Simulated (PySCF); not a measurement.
Gas-phase reaction: Si(NH2)4 + 6 SiHCl2 ⇌ 4 SiCl3NH2 + c-Si3H6

Method: PySCF energies plus ideal-gas RRHO corrections (1 bar). † marks an energy on the PBE0/def2-TZVP geometry and frequencies; other levels use their own. MP2 freezes the core. 6-31G* has spherical d functions here. Open shells (unrestricted): SiHCl2 (multiplicity 2); the rest are closed-shell singlets. Si(NH2)4, SiHCl2, SiCl3NH2, c-Si3H6: computed as isolated molecules; such fragments, hydroxides, amides, oligomers or adducts are transient or little studied in the gas. MP2 isn't extrapolated to the basis-set limit.

PBE0/def2-TZVP gives ΔH°(298 K) = -810 kJ.

Question: What do MP2/def2-TZVPP†, HF/6-31G*, r2SCAN/def2-TZVP† give?

Answer: MP2/def2-TZVPP†: -880 kJ; HF/6-31G*: -602 kJ; r2SCAN/def2-TZVP†: -794 kJ. For scale, ΔH°(298 K) is -810 kJ at this level, -891 kJ at ωB97M-V/def2-TZVP†, and runs from -929 to -583 kJ over the 18 levels computed († marks an energy on the PBE0/def2-TZVP geometry).
